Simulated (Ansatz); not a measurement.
Results of PBEsol (Ansatz, a first-principles code, plane waves, PAW) for rock-salt TiN.

Run with plane-wave cutoff 520 eV, 26×26×26 k mesh, Fermi–Dirac smearing 0.071 eV (set by the program), no spin polarisation, scalar-relativistic PAW data made under PBE.

Cell (relaxed at this level):

TiN is modelled in the cubic space group Fm-3m (No. 225), the rock salt structure, Pearson symbol cF8. Lattice parameters: a = b = c = 4.204 Å, α = β = γ = 90.00°. Ti on 4a has 6 N at 2.102 Å (octahedral). N on 4b is coordinated by 6 Ti at 2.102 Å (octahedral). (Neighbours: up to the widest gap in distance over summed covalent radii, below 1.35, at either atom; cation-cation and far metal-metal contacts left out.)
(The calculation used a cell of 2 atoms; values per cell refer to that cell.)

**Question.** Give the computed elastic constant C44, elastic constant C11, Young modulus, Poisson ratio, Voigt–Reuss–Hill shear modulus (Hill average) and elastic constant C12.

**Answer.** 
- elastic constant C44 = 173 GPa
- elastic constant C11 = 644 GPa
- Young modulus = 498 GPa
- Poisson ratio = 0.224
- Voigt–Reuss–Hill shear modulus (Hill average) = 203 GPa
- elastic constant C12 = 128 GPa

Measured, for comparison: elastic constant C44 163 GPa, elastic constant C11 625 GPa, elastic constant C12 165 GPa (temperature not stated, not corrected to a static lattice; as tabulated in X. Wang et al., RSC Advances (2016)). Computed (rounded) less measured: elastic constant C44 +6 %, elastic constant C11 +3 %, elastic constant C12 -22 %. A static lattice is as a rule a little smaller and stiffer than an uncorrected measurement, which narrows the difference in the elastic constant C44, elastic constant C11 and would widen misses of the other sign.

Elastic constants are with the ions relaxed.
